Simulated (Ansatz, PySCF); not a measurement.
Breaking a bond: NaCl, singlet. Each curve is given relative to its own lowest point near equilibrium.

```csv
R / Å,A,B,C
1.88,69.2,62.3,60.1
2.02,30.0,26.3,24.7
2.14,11.9,10.0,8.9
2.22,5.1,4.0,3.4
2.30,1.4,0.9,0.6
2.36,0.1,0.0,0.0
2.45,0.0,0.3,0.7
2.50,0.7,1.1,1.8
2.61,3.6,4.1,5.2
2.73,8.1,8.6,10.2
2.93,17.3,17.5,20.0
3.16,28.8,28.5,31.8
3.51,45.7,44.4,49.1
3.89,61.8,59.3,65.5
4.22,73.7,70.0,77.7
4.71,88.4,82.2,92.6
5.16,99.2,90.3,103.5
5.77,110.9,98.0,115.1
6.39,112.5,103.3,123.8
7.10,112.6,107.3,131.3
8.26,112.6,111.5,139.9
9.37,112.6,114.0,145.6
```

Energies in mEh.

Q: Which curve belongs to which method? The methods are restricted CAM-B3LYP/aug-cc-pVDZ (PySCF); restricted PBE/aug-cc-pVDZ (Ansatz, a first-principles code); UHF/aug-cc-pVDZ (PySCF 2.14.0).

A: A is UHF; B is RKS-PBE; C is RKS-CAM-B3LYP.

At the longest distance RKS-CAM-B3LYP leaves fractional charges on the fragments, a sign of delocalisation error or of the restricted form. The restricted form behind RKS-CAM-B3LYP, RKS-PBE keeps the bonding electrons paired and can't separate into open-shell fragments. The unrestricted determinant behind UHF is spin-contaminated at 6.39 to 9.37 Å (<S²> up to 1.0, against 0.00 for a pure singlet).
